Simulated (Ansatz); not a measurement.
# Two structures, one formula

The two ends of one reaction step of CH$_{6}$BN, closed shell (PBE0-D4/def2-TZVP).

A:

```
9
angstrom
B -0.5720 -0.4387 -0.9369
H -0.7166 -1.5144 -0.3986
H -1.6133 0.1450 -1.1746
H 0.1161 -0.4707 -1.9404
N 0.1973 0.4814 0.0600
C 0.6181 0.2107 1.2229
H 0.3866 1.4245 -0.2671
H 1.1458 0.9474 1.8214
H 0.4380 -0.7853 1.6133
```

B:

B1  (-0.605, -0.033, -1.271)
H2  (0.183, -1.266, 0.915)
H3  (-0.890, 0.696, -2.177)
H4  (-0.843, -1.207, -1.296)
N5  (0.021, 0.500, -0.159)
C6  (0.442, -0.213, 1.025)
H7  (0.223, 1.488, -0.135)
H8  (-0.054, 0.172, 1.922)
H9  (1.523, -0.138, 1.177)
(Å)

Ansatz 0.2.0; basis: def2-TZVPP; cores frozen in the correlated methods. B3LYP uses VWN-RPA correlation.

Question: Which structure is lower at CCSD(T), and by how much? (Judge from chemistry; the value comes from the calculation.)

Answer: The calculation gives: B, by 32.91 kcal/mol (electronic energy, against the other). By their contacts, A is CH₆BN ([BH3][NH][CH2]) and B is CH₆BN ([BH2][NH][CH3]).

All methods give the same order:

```csv
method,E(B) − E(A) (kcal/mol)
SPW92,-30.04
PBE-D4,-29.73
BLYP-D4,-29.64
r2SCAN-D4,-31.69
B97M-V,-31.98
PBE0-D4,-33.35
B3LYP-D4,-32.63
r2SCAN0-D4,-34.42
BHLYP-D4,-36.12
CAM-B3LYP-D4,-34.49
wB97X-V,-34.95
wB97M-V,-34.21
B2PLYP,-33.62
PBE-QIDH,-35.45
RPA on PBE,-33.36
HF,-38.80
MP2,-34.56
CCSD,-34.24
CCSD(T),-32.91
```

No T1 diagnostic of these runs exceeds 0.015.

Labels in which every atom is bracketed show which atoms are joined, not bond orders.

For scale, one of the runs: CCSD(T)/def2-TZVPP, 177 basis functions, launched by `ansatz run in.yaml --threads 2 --pin off --events-out ev --progress --plain --max-ram 4352MiB`. The run took 25 s on 2 CPU threads of an Arm Neoverse V1 (shared host), with 1.7 GiB of host memory at its peak.
